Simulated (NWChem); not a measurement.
# Total energies of Si (-1)

```xyz
1

Si     0.0000     0.0000     0.0000
```
Charge -1, spin multiplicity 4.

All runs are NWChem calculations.

Basis set: def2-TZVPD (43 functions).

```csv
method,total energy (Ha)
UHF,-288.87632
UMP2,-288.94996
UB2PLYP,-289.29123
UPBE,-289.26798
UB3LYP,-289.43229
ULDA (SVWN5),-288.25635
```

Total energies of different functionals aren't comparable as a measure of quality: only differences taken within one method are. 

The correlated methods keep 5 core orbitals frozen. B3LYP has NWChem's definition, with VWN1-RPA local correlation. No SCF solution was tested for a lower state. Open-shell Hartree-Fock references start from PBE0 orbitals.
